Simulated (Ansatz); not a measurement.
`O1[SiH2]P1`. The species carries charge 0 and has multiplicity 1.

```xyz
6

O     0.038   -1.181    0.469
Si   -0.477    0.077   -0.501
P     0.364    0.191    1.478
H    -1.936    0.143   -0.734
H     0.320    0.290   -1.728
H     1.691    0.480    1.016
```

(1) What are the harmonic wavenumbers in cm⁻¹ at PBE0-D4/def2-TZVP (Ansatz, finite differences of forces, unscaled)? (Estimate.)

(2) Is this a minimum?

(3) Give the ideal-gas thermochemistry at 298.15 K and 1 bar (rigid rotor, harmonic oscillator; point group C1, symmetry number 1).

(4) Rotational constants (cm⁻¹)?

## Answers

(1) The calculation gave: 462, 514, 554, 633, 698, 761, 871, 928, 969, 2253, 2273, 2310.

(2) Yes, all 12 modes are real.

(3) Zero-point energy 79.1 kJ/mol; H(298) − E = 92.0 kJ/mol; entropy 276.6 J/(mol·K), of which translation 163.2, rotation 99.7, vibration 13.6; G(298) − E = 9.6 kJ/mol.

(4) 0.6129, 0.2056, 0.1695.
